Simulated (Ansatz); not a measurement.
Relaxation of C$_{3}$H$_{3}$NO (8 atoms, charge 0, multiplicity 1), to a largest force component of 0.015 eV/Å in at most 40 steps.

Level of theory: RKS LDA/def2-SVP in Ansatz 0.2.0.

```xyz
8
Properties=species:S:1:pos:R:3
C 0.252 1.524 0.016
C 0.222 0.249 0.026
O 1.216 -0.662 0.179
C 0.067 -1.103 0.010
N -0.556 -2.234 -0.069
H -0.726 2.123 -0.143
H 1.143 2.141 0.135
H -1.525 -2.096 -0.209
```

Question: Where does it end, and by what steps?

Answer: It converged. After 8 steps the energy has fallen by 0.777 eV; O3 moved furthest, 0.11 Å.

| step | energy less start (eV) | largest force component (eV/Å) | accepted |
| --- | --- | --- | --- |
| 0 | 0.0000 | 7.861 | yes |
| 1 | -0.6003 | 3.437 | yes |
| 2 | -0.7311 | 0.905 | yes |
| 3 | -0.7595 | 0.413 | yes |
| 4 | -0.7756 | 0.226 | yes |
| 5 | -0.7766 | 0.078 | yes |
| 6 | -0.7761 | 0.114 | no |
| 7 | -0.7772 | 0.020 | yes |
| 8 | -0.7773 | 0.008 | yes |

```xyz
8
Properties=species:S:1:pos:R:3
C 0.232 1.582 0.007
C 0.312 0.262 0.034
O 1.307 -0.712 0.195
C -0.003 -1.112 0.003
N -0.567 -2.220 -0.068
H -0.743 2.068 -0.142
H 1.136 2.200 0.136
H -1.582 -2.125 -0.221
```

The run took 13 s on 1 thread of Arm Neoverse V2, with other jobs on the host, peak memory 0.12 GiB.
